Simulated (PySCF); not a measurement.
Write Cartesian coordinates for InChI=1S/C3HF2/c1-2-3(4)5/h1H as optimised with PBE0-D3(BJ)/def2-SVP. (Doublet state.)

```xyz
6
C3HF2 angstrom
C      1.502   -0.324    0.430
C      0.323   -0.069    0.187
C     -0.982    0.216   -0.080
F     -1.994   -0.371    0.512
F     -1.373    1.104   -0.960
H      2.531   -0.552    0.640
```

Any rigid rotation of these coordinates is as good. Atoms count from 1 in this order. The 5 heavy atoms lie in one plane (0.001 Å rms). The C–C distances run from 1.231 Å (C1≡C2, drawn triple) to 1.362 Å (C2–C3, drawn single), a spread of 0.131 Å. C3 (carbon bonded to C and 2 F) is planar (angles 124.0°, 123.9° and 112.1°, sum 360.0°, 0.00 Å off the plane of its three neighbours).

Bonds between heavy atoms (Å): C1≡C2 1.231, C2–C3 1.362, C3–F4 1.311, C3–F5 1.310.

Computed, not measured: PBE0-D3(BJ)/def2-SVP geometry optimisation, gas phase in PySCF.

Point group: C2v (tolerance 0.08 Å). Whether it is a minimum is left open (no frequencies). ⟨S²⟩ = 0.777 (exact for a doublet: 0.75).
